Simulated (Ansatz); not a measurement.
CH2AlN, SMILES N#[C][AlH2], a composite energy at a relaxed geometry

With Ansatz 0.2.0, Python API.

Contents of `ch2aln.xyz`:
```text
5

N     1.44100   -1.40500    1.42680
C     0.71240   -0.71100    0.73860
Al   -0.45140    0.38680   -0.40780
H    -1.59630   -0.25900   -1.14230
H    -0.05580    1.91450   -0.65670
```

The cells in order, each with its output:

```python
import ansatz as az
import numpy as np
```

```python
mol = az.Crystal.molecule_from_extxyz("ch2aln.xyz")
```

```python
job = (
    mol.calculation()
    .basis(gaussian="def2-SVP")
    .functional("b3lyp")
    .scf(lower_state_search="standard")
)
symbols = [site.symbol for site in mol.cartesian_sites]
start = np.array([site.position_ang for site in mol.cartesian_sites], dtype=float)
summary = job.relax(force_tolerance=0.01).run(threads=1, backend="cpu").report
end = np.array(summary["positions_ang"])
print("final positions (A) and the move of each atom")
for symbol, xyz, old in zip(symbols, end, start):
    print(f"{symbol:2s} {xyz[0]:10.5f} {xyz[1]:10.5f} {xyz[2]:10.5f}   {np.linalg.norm(xyz - old):7.4f}")
```

    final positions (A) and the move of each atom
    N     1.39139   -1.35497    1.40329    0.0743
    C     0.71757   -0.70129    0.71550    0.0256
    Al   -0.40878    0.39156   -0.43611    0.0514
    H    -1.63351   -0.31530   -1.12529    0.0696
    H    -0.01677    1.90630   -0.59879    0.0703

```python
minimum = az.Crystal.molecule()
for symbol, place in zip(symbols, end):
    minimum = minimum.atom(symbol, place.tolist())
at_minimum = minimum.calculation()
level = lambda method, basis: at_minimum.basis(gaussian=basis).correlation(method).run(threads=1, backend="cpu").report
small, large, cluster = level("mp2", "cc-pVDZ"), level("mp2", "cc-pVTZ"), level("ccsd_t", "cc-pVDZ")
corr = lambda each: (each["free_energy_ev"] - each["reference_energy_ev"]) / 27.211386246
mp2_limit = (27 * corr(large) - 8 * corr(small)) / 19
pieces = {"HF / cc-pVTZ": large["reference_energy_ev"] / 27.211386246, "MP2 correlation, DZ-TZ limit": mp2_limit, "CCSD(T) - MP2 / cc-pVDZ": corr(cluster) - corr(small)}
for name, value in pieces.items():
    print(f"{name:32s} {value:14.6f} Ha")
print(f"{'sum':32s} {sum(pieces.values()):14.6f} Ha")
print("T1 diagnostic", round(cluster["correlation"]["coupled_cluster"]["t1_diagnostic"], 4))
```

    HF / cc-pVTZ                        -335.435426 Ha
    MP2 correlation, DZ-TZ limit          -0.445561 Ha
    CCSD(T) - MP2 / cc-pVDZ               -0.035255 Ha
    sum                                 -335.916242 Ha
    T1 diagnostic 0.0134

What to keep in mind:
- These settings explore the input space; basis and method may be short of convergence.
- The sum leaves out core correlation, relativity, the Hartree-Fock basis error and zero-point energy; a DZ-TZ extrapolation is rough.
- b3lyp holds the VWN-RPA fit, as in Gaussian; the form of ORCA and Turbomole is b3lyp5.
- Inner cores stay frozen, so this is valence correlation.
- For Al to Cl the sets with a tight d function, cc-pV(X+d)Z, are usual.
- Wall time of the script: 10 s on 1 thread of Arm Neoverse V1 (shared host), peak memory 0.23 GiB.
